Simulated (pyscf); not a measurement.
6 group-13 steps of one kind (addition across a multiple bond or ene-type step, closed-shell): barrier in kJ/mol, from the separated reactants or the lowest minimum found. Structures and frequencies: ωB97X-D3(BJ)/def2-SVP in PySCF. MP2 and CC: frozen core, UHF for open shells. ΔMP2 is the change of the MP2 total energy from the triple- to the quadruple-zeta basis. Functionals in def2-TZVP; the last column is CCSD(T)/def2-TZVPP + ΔMP2(QZVPP). Rows were drawn at random from the steps of this kind and element class whose saddle was verified and whose references are stable, among light species with clean single-reference diagnostics.

| step | PBE | M06-2X | r²SCAN | CCSD(T) |
|---|---|---|---|---|
| O=B–OH + SiH₄ → HO–BH–O–SiH₃ | 38.4 | 45.0 | 35.3 | 51.3 |
| H₂B–F + H₂C=CH₂ -> H₂B–CH₂–CH₂–F | 106.7 | 135.5 | 110.2 | 141.2 |
| HB=O + H₂C=CH₂ -> H₂B–O–CH=CH₂ | 266.4 | 307.7 | 277.2 | 323.1 |
| H₂B–NH₂ + H₂C=CH₂ → H₂B–NH–CH₂–CH₃ | 268.2 | 300.0 | 279.3 | 313.6 |
| HB=NH + H₂C=CH₂ -> H₃C–CH₂–B=NH | 134.3 | 164.3 | 141.9 | 178.2 |
| H₂B–CH₃ + H₂C=CH₂ → H₂B–CH₂–CH₂–CH₃ | 272.8 | 322.6 | 288.4 | 327.7 |

Differences from the last column (kJ/mol): PBE: mean -41.4, median -44.6, mean size 41.4, lower in 6 of 6; M06-2X: mean -10.0, median -9.9, mean size 10.0, lower in 6 of 6; r²SCAN: mean -33.8, median -35.3, mean size 33.8, lower in 6 of 6. PBE is closest for row 1 (13.0 kJ/mol apart) and farthest for row 3 (56.7 kJ/mol). PBE, r²SCAN and M06-2X carry no added dispersion term. The last column is a level with limits of its own. Each barrier is that of the saddle found. The CCSD(T) − MP2 part came from Ansatz, without density fitting, on the same reference.
